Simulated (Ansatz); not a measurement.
```xyz
5

C     0.0472   -0.0360   -0.6898
O     0.0524   -0.1077    0.6242
H    -0.0044    0.8068    1.0531
H     0.0555   -0.9856   -1.0910
H    -0.3891    0.8373   -1.2523
```

UHF-MP2 on doublet CH₃O was run in several spherical basis sets with Ansatz (development build ahead of 0.2.0). Frozen core: 2 orbitals.

Question: Rank the basis sets by the total energy that they give, lowest first, with the distance from the lowest.
A. cc-pVDZ
B. STO-3G
C. 6-31G
D. def2-SVP

Answer: A (0.00 eV), D (2.64 eV), C (4.85 eV), B (47.52 eV).

Totals follow the description of the cores as much as that of the bonds, so this order isn't one of quality for chemistry.
